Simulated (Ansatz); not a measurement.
# CF+ (triplet): the correlation ladder, 6-31G

How much of the correlation energy of CF+ (triplet) does each wave-function method recover here?

Program: Ansatz 0.2.0, Gaussian basis. Level of theory: 6-31G, core rule «outside noble gas», up to 2 orbitals frozen. These are calculated values, not measurements.

Plan: UHF; CCSD(T) on ROHF; CCSD(T) on UHF; BCCD(T) on ROHF; CISD as a restricted active space (open shells left free, so some higher excitations enter); CCSDT(Q) on ROHF; CCSDT(Q) on UHF; CISDTQ; CCSDTQ on ROHF; CCSDTQ on UHF; CASSCF and MRCISD+Q, 10 electrons in 8 orbitals; CASSCF and NEVPT2, 10 electrons in 8 orbitals; Full CI.

9 further runs of the same task are left out: 2 that didn't finish, 7 set aside as unsound or not needed. Runs told in other sessions of the task aren't counted.

### 1 The system

The geometry is a PBE0/def2-TZVP stationary point (not a proven minimum).

2 atoms, charge 1, spin multiplicity 3.

Atoms are counted from 1 here; the program's logs count them from 0.

Bond lengths: C1–F2 1.207 Å.

### 2 UHF

in.yaml reads:

```yaml
crystal:
  periodic: [false, false, false]
  atoms:
    - {symbol: C, position_ang: [0.000000, 0.000000, 0.000000]}
    - {symbol: F, position_ang: [0.000000, 0.000000, 1.206700]}
basis:
  gaussian: {orbitals: 6-31G}
total_charge: 1
magnetization: {spin_polarized: true, initial_magnetization: 2}
hamiltonian: {xc: hf}
output: {orbitals: {seedname: orbitals}}
```

On the command line:

```
$ ansatz run in.yaml --threads 1 --pin off --events-out ev --progress --plain --max-ram 2393MiB
```

Further steps of the session: CCSD(T) on ROHF; CCSD(T) on UHF; BCCD(T) on ROHF; CISD as a restricted active space (open shells left free, so some higher excitations enter); CCSDT(Q) on ROHF; CCSDT(Q) on UHF; CISDTQ; CCSDTQ on ROHF; CCSDTQ on UHF; CASSCF and MRCISD+Q, 10 electrons in 8 orbitals; CASSCF and NEVPT2, 10 electrons in 8 orbitals; Full CI.

Q: Predict the results of all the runs planned. Wanted: FCI from the RHF energy; RMP2 from FCI; UMP2 from FCI; RCCSD from FCI; RCCSD(T) from FCI; UCCSD(T) from FCI; RCCSDT(Q) from FCI; UCCSDT(Q) from FCI; NEVPT2 valence from FCI.

The runs gave:

| quantity | value |
| --- | --- |
| FCI from the ROHF energy | -4.7780 eV |
| RMP2 from FCI | +328.6 meV |
| UMP2 from FCI | +275.7 meV |
| RCCSD from FCI | +168.8 meV |
| RCCSD(T) from FCI | +27.8 meV |
| UCCSD(T) from FCI | +28.7 meV |
| RCCSDT(Q) from FCI | +2.0 meV |
| UCCSDT(Q) from FCI | -4.9 meV |
| NEVPT2 valence from FCI | +404.9 meV |
| MRCISD+Q valence from FCI | +32.1 meV |
| levels within 1 kcal/mol (43 meV) | RCCSD(T), UCCSD(T), BCCD(T), RCCSDT, UCCSDT, CISDTQ, RCCSDT(Q), UCCSDT(Q), RCCSDTQ, UCCSDTQ, MRCISD+Q valence |
| T1 diagnostic | 0.034 |
| effectively unpaired electrons | 2.03 |

What this shows: RCCSD(T) misses by +27.8 meV, 0.6 % of the correlation energy. UCCSDT(Q) falls below full CI: unrestricted runs freeze a spin-polarised core, another one than full CI's, and coupled cluster isn't variational. One determinant dominates. Of the multireference levels listed MRCISD+Q valence comes nearest in total energy (+32.1 meV), which doesn't show that its space is the better one. These misses are within one basis, not against nature; the frozen cores of restricted and unrestricted runs differ, which can shift their rows.

Levels on UHF freeze UHF's core orbitals, full CI those of ROHF, so the U rows can settle a little off it for that reason alone.

With open shells the CI space here admits some higher excitations, so it is larger than plain CISD.
